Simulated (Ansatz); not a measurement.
```yaml
crystal:
  periodic: [false, false, false]
  atoms:
    - {symbol: B, position_ang: [-0.618958, 0.827451, -0.859355]}
    - {symbol: O, position_ang: [0.526860, 0.427746, -0.294134]}
    - {symbol: C, position_ang: [0.577916, -0.627647, 0.644658]}
    - {symbol: H, position_ang: [-1.655678, 0.285896, -0.574806]}
    - {symbol: H, position_ang: [-0.550898, 1.730637, -1.641185]}
    - {symbol: H, position_ang: [-0.416150, -1.046529, 0.825004]}
    - {symbol: H, position_ang: [1.239449, -1.407596, 0.262722]}
    - {symbol: H, position_ang: [0.989560, -0.246959, 1.581394]}
basis:
  gaussian: {orbitals: def2-TZVPP}
total_charge: 3
magnetization: {spin_polarized: true, initial_magnetization: 1}
hamiltonian: {xc: {name: CAM-B3LYP}, dispersion: d4}
output: {forces: true}
```

```sh
$ ansatz run in.yaml --threads 4 --pin off --events-out ev --progress --plain --max-ram 10444MiB
```

It prints (some lines left out):

```
Functional definition: CAM-B3LYP
795 factors; their error is unknown
225 factors; integrals over basis functions are off by at most 1.4e-5 eV
mean field evaluation 1: about -3729.5424 eV, gradient 1.1e2 eV
mean field evaluation 2: about -3395.9088 eV, gradient 2.3e2 eV
mean field evaluation 4: about -3746.8127 eV, gradient 6.3e1 eV
mean field evaluation 8: about -3784.2594 eV, gradient 7.5e0 eV
mean field evaluation 16: about -3784.8799 eV, gradient 5.8e-2 eV
mean field evaluation 32: about -3784.8731 eV, gradient 6.6e-4 eV
mean field evaluation 64: about -3784.8731 eV, gradient 2.4e-3 eV
mean field evaluation 96: about -3783.9756 eV, gradient 7.5e-3 eV
mean field -3785.07937740 eV, -139.0991015005 hartree, gradient 1.4e-5 eV, S^2 1.543073; 14 other end points of the search recorded, 0 dependent functions left out
reference -3785.07946359 eV, -139.0991046680 hartree; 11, 10 occupied and 152, 153 virtual orbitals, 795 factors
Total energy: -3785.11499382 eV, -139.1004103800 hartree
Atom 0 at    -0.618958     0.827451    -0.859355 Å, force     2.268267    -0.015941     0.434019 eV/Å
Atom 1 at     0.526860     0.427746    -0.294134 Å, force    -1.236266    -4.400376     3.642444 eV/Å
Atom 2 at     0.577916    -0.627647     0.644658 Å, force    -0.753984     4.133569    -3.799538 eV/Å
Atom 3 at    -1.655678     0.285896    -0.574806 Å, force    -2.720465    -0.102494    -0.414789 eV/Å
Atom 4 at    -0.550898     1.730637    -1.641185 Å, force    -1.123099     3.212682    -3.034919 eV/Å
Atom 5 at    -0.416150    -1.046529     0.825004 Å, force    -1.824302    -0.797924     0.358548 eV/Å
Atom 6 at     1.239449    -1.407596     0.262722 Å, force     3.025084    -2.548948    -0.337521 eV/Å
Atom 7 at     0.989560    -0.246959     1.581394 Å, force     2.364764     0.519432     3.151757 eV/Å
Dipole moment:    -0.580930    -0.058810    -0.055875 e Å
```

Problem. Something in this input is off. What?

Solution. The charge is far from anything that the molecule holds. The calculation finished and met its thresholds. The result belongs to that input, not to the molecule as meant.
